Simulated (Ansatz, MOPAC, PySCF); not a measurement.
Species: dichloromethane, CH2Cl2, net charge 0, singlet state. SMILES: ClCCl
Structure (B3LYP-D3(BJ)/def2-TZVP (Ansatz, a program for electronic structure) minimum search):
```
C
H 1 1.0832
H 1 1.0832 2 111.91
Cl 1 1.7804 2 108.02 3 118.77
Cl 1 1.7804 2 108.02 3 -118.77
```
Charge 0, spin multiplicity 1.

Wanted: size of the dipole moment, in D. Set-up: six Cartesian d functions in 6-31G* and its kin unless marked 5d; non-relativistic; no dispersion term unless named; 6-311+G** with 5d, 6d on Na to Ar in Ansatz; no spin-orbit coupling. Ab initio and DFT rows: single points at B3LYP-D3(BJ) geometries (Ansatz). Semi-empirical rows: dipoles at the shared geometry.

Measured values: NIST CCCBDB, as tabulated in the package chemicals; dipoles are vibrational averages. 

Value to compare with, the measured value: 1.60 D.

```json
[
 {"level": "AM1", "program": "MOPAC", "size of the dipole moment (D)": "1.60", "error": "0.00"},
 {"level": "SVWN5/6-31G*", "program": "Ansatz", "size of the dipole moment (D)": "1.83", "error": "0.23"},
 {"level": "PBE/STO-3G", "program": "Ansatz", "size of the dipole moment (D)": "1.95", "error": "0.35"},
 {"level": "PBE/3-21G", "program": "Ansatz", "size of the dipole moment (D)": "1.99", "error": "0.39"},
 {"level": "PBE/def2-SVP", "program": "Ansatz", "size of the dipole moment (D)": "1.59", "error": "-0.01"},
 {"level": "BLYP/6-31G*", "program": "Ansatz", "size of the dipole moment (D)": "1.78", "error": "0.18"},
 {"level": "BP86/def2-SVP", "program": "PySCF", "size of the dipole moment (D)": "1.62", "error": "0.02"},
 {"level": "BP86/6-31G* (5d)", "program": "PySCF", "size of the dipole moment (D)": "1.80", "error": "0.20"},
 {"level": "B3LYP/6-31G", "program": "Ansatz", "size of the dipole moment (D)": "2.09", "error": "0.49"},
 {"level": "B3LYP/6-31+G*", "program": "Ansatz", "size of the dipole moment (D)": "1.87", "error": "0.27"},
 {"level": "B3LYP/6-31G**", "program": "Ansatz", "size of the dipole moment (D)": "1.84", "error": "0.24"},
 {"level": "M06-2X/6-31G* (5d)", "program": "PySCF", "size of the dipole moment (D)": "1.88", "error": "0.28"},
 {"level": "M06-2X/6-311+G**", "program": "PySCF", "size of the dipole moment (D)": "1.87", "error": "0.27"}
]
```

Among the 13 habitual levels, B3LYP/6-31G lies farthest from the measured value (0.49 D); 11 of 13 lie above it, and their mean absolute error is 0.23 D, the median 0.24. One case shows no general order.

The levels are drawn from those run, B3LYP/6-31G* more often than the rest, none by its result; runs whose electronic state is in doubt are left out.
